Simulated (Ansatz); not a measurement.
Two isomers of C3H7FO2: A = `CC(F)OCO`, B = `COC(F)OC`.

Calculated with Ansatz (gas phase, PBE0-D4/def2-TZVP geometries, no zero-point term in ΔE). CCSD(T)/CBS is the MP2 limit (def2-TZVPP, def2-QZVPP) plus CCSD(T) − MP2 in def2-TZVPP, frozen cores. DFT in def2-TZVPP. Each species was taken in one conformer, which may not be the lowest.

Question: Which isomer does CCSD(T)/CBS put lower? Give the gap. (Best estimate.)

Answer: The calculation gave: A, by 55.0 kJ/mol.

Question: Give E(B) − E(A) in kJ/mol with CCSD/def2-TZVPP, PBE-D4, B2PLYP, r2SCAN-D4, PBE0-D4, CCSD(T)/def2-TZVPP, ωB97M-V. (Best estimate.)

Answer: The calculation gave: CCSD/def2-TZVPP 50.9, PBE-D4 50.9, B2PLYP 50.3, r2SCAN-D4 49.4, PBE0-D4 50.8, CCSD(T)/def2-TZVPP 51.2, ωB97M-V 51.2. None reverses the order clearly.

Largest T1 diagnostic: 0.011.

In def2-TZVPP, CCSD(T) changes the Hartree–Fock value by +9.0 kJ/mol (the triples alone add +0.3 kJ/mol) and MP2 by +12.3 kJ/mol.
